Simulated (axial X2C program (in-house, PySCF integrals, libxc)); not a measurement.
## Worked dissociation energy of SH⁻: CCSD, scalar-relativistic

Calculated with an in-house all-electron X2C program for linear molecules (integrals from PySCF). Spin-free means the one-electron spin-free X2C Hamiltonian. Basis: S dyall-av3z [9s8p3d2f], H dyall-av3z [7s3p2d] (cores contracted in-house); Gaussian nuclei, density fitting, unrestricted open shells. Masses: S 31.972 u, H 1.008 u.

Molecular state: M_S = 0, Λ = 0 (closed shell).

Correlated methods: 8 electrons correlated (number of frozen shells: S 2 s, 1 p; H none), 146 virtual spin orbitals or spinors in MP2, 90 natural virtuals in coupled cluster.

| Item | Value |
| --- | --- |
| E(S-) (2M_S = 1, M_L = 0) | -398.808464 hartree |
| E(H) (2M_S = 1, M_L = 0) | -0.500005 hartree |
| E(SH⁻) at Re | -399.452761 hartree |
| ωe | 2655.8 cm⁻¹ |
| ωexe | 51.6 cm⁻¹ |

Problem. Work out De and D0.

Solution. De = -398.808464 + (-0.500005) − (-399.452761) = 0.14429 hartree = 3.926 eV. The zero-point energy is ωe/2 − ωexe/4 = 1315 cm⁻¹ = 0.163 eV, so D0 = 3.763 eV.

Occupations by symmetry block were frozen at the best pattern of an incomplete PBE0 search. Closed shells are restricted here (equal orbitals for both partners); the stretched side of such a curve lies too high. De is counted from the lowest determinant-based energies of the atoms at the same level, without counterpoise correction. CCSD ran in a truncated set of natural virtual spinors with an MP2 remainder; without triples it tends to underbind.

Each atomic determinant is the lowest at this level and need not be a pure term. Totals compare only within one Hamiltonian and basis.
